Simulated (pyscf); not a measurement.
This saddle point was located with ωB97X-D3(BJ)/def2-SVP in PySCF.

```xyz
8

Se     0.7910    -0.5014     2.4314
Ge     0.9389     0.0913    -0.0416
H      0.8678    -1.9472     2.2004
H     -0.8918    -0.0405     0.2401
H      1.9597    -0.9876    -0.4949
H      1.8178     1.3651     0.0879
F     -1.7033    -0.2294     1.0327
H     -0.7897    -0.4009     1.8884
```

Surface: singlet, charge 0. Lowest wavenumbers (cm⁻¹): 1598i, 171, 211, 270, 369.

**Question.** Name the species on either side of this saddle.

**Answer.** H₃Ge–SeH + hydrogen fluoride (HF) ⇌ H₂Se + germylene (GeH₂) [singlet] + hydrogen fluoride (HF), a multi-bond step read from left to right: Ge–Se, Ge–H, F–H broken and H–Se, F–H formed. At CCSD(T)/def2-TZVPP + ΔMP2(QZVPP) it lies +45.4 kcal/mol from the left side and -8.5 kcal/mol from the right (each side as separated species at their lowest minima found). On the reactant side the descent ends in a complex, 6.3 kcal/mol under the separated species and 49.3 kcal/mol under the saddle at ωB97X-D3(BJ)/def2-TZVP. On the product side the descent ends in an adduct with a Ge–Se contact, 29.6 kcal/mol under the separated species and 13.3 kcal/mol under the saddle at ωB97X-D3(BJ)/def2-TZVP. At CCSD(T) the saddle lies under the separated products, which points to a path from their complex (located at ωB97X-D3(BJ) alone), and parting the products costs more than the saddle. What is counted as broken (Ge–Se) persists as a longer contact in the product adduct; parting that adduct is a step of its own. At ωB97X-D3(BJ)/def2-TZVP the barrier from the zero used here is 42.9 kcal/mol. The same reactants have a lower exit, to H₂Se + F–GeH₃ (barrier +27.5 kcal/mol at ωB97M-D3(BJ)/def2-TZVP, against +41.7 kcal/mol here). One saddle was located; it need not be the lowest between these sides. The CCSD(T) − MP2 part came from Ansatz, without density fitting, on the same reference. The frozen core leaves the outer d or s,p core shells of the metals and heavy elements correlated in the MP2 and CC values, and def2-TZVPP describes them poorly, which can shift differences by a few kcal/mol. Elements up to Kr have no core potential and no relativistic terms here.
